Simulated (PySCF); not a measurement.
# PO(OH)₂, doublet: molecular constants

Computed with UPBE0/[P def2-TZVP, O def2-TZVP, H def2-TZVP], no relativity, density fitting, PySCF.

The structure is a minimum.

* Point group: Cs
* Bond lengths: O–H 0.964 Å (×2), P–O 1.473 Å, P–O 1.603 Å (×2)
* Bond angles: H–O–P 110.9° (×2), O–P–O 97.1°, O–P–O 117.3° (×2)
* Highest occupied level (α): -6.97 eV
* Heat capacity Cp at 298.15 K: 75.1 J/(mol K)
* Spin squared ⟨S²⟩: 0.754
* Atomisation energy without zero-point energy: 2177 kJ/mol
* Enthalpy at 298.15 K above 0 K: 15.86 kJ/mol
* Rotational constants: 0.2861, 0.2658, 0.1485 cm⁻¹
* Lowest empty level (β): -2.88 eV
* Rotational symmetry number: 1
* Principal polarisabilities: 24.9, 34.5, 35.7 bohr³
* Entropy at 298.15 K and 1 bar (electronic part: spin only): 305.3 J/(mol K)
* Zero-point energy: 85.8 kJ/mol
* Dipole moment: 1.15 D
* Principal quadrupole moments (Buckingham, traceless) about the centre of mass: -13.15, -1.48, 14.63 D Å

Harmonic modes (masses in u: P 30.974, O 15.995, H 1.008):
```
symmetry  ω (cm⁻¹)  IR (km/mol)
     a''       124         22.0
      a'       263          128
     a''       361         22.1
      a'       399         86.8
      a'       477         48.3
      a'       854         55.6
     a''       876          320
      a'      1009          122
     a''      1012          0.0
      a'      1269          187
     a''      3853          293
      a'      3854          8.5
```

Charges (e):
```json
{"atom": "P1", "Mulliken": "0.61", "Löwdin": "0.16", "polar tensor": "1.49", "spin (Mulliken)": "0.66", "Mayer order to P1": "–"}
{"atom": "O2", "Mulliken": "-0.45", "Löwdin": "-0.26", "polar tensor": "-0.67", "spin (Mulliken)": "0.19", "Mayer order to P1": "1.99"}
{"atom": "O3,4", "Mulliken": "-0.42", "Löwdin": "-0.13", "polar tensor": "-0.74", "spin (Mulliken)": "0.07", "Mayer order to P1": "1.16"}
{"atom": "H5,6", "Mulliken": "0.34", "Löwdin": "0.18", "polar tensor": "0.33", "spin (Mulliken)": "0.00", "Mayer order to P1": "0.04"}
```
Other Mayer orders above 0.3: O–H 0.86 (×2).

Mulliken populations on P1: s 5.41, p 8.12, d 0.75, f 0.11.

This need not be the most stable arrangement of these atoms.

The final relaxation and frequency run took 84 s on 4 threads of a shared Arm Neoverse V2 host, with 142 basis functions and 21 gradients; the process peaked at 2 GiB.
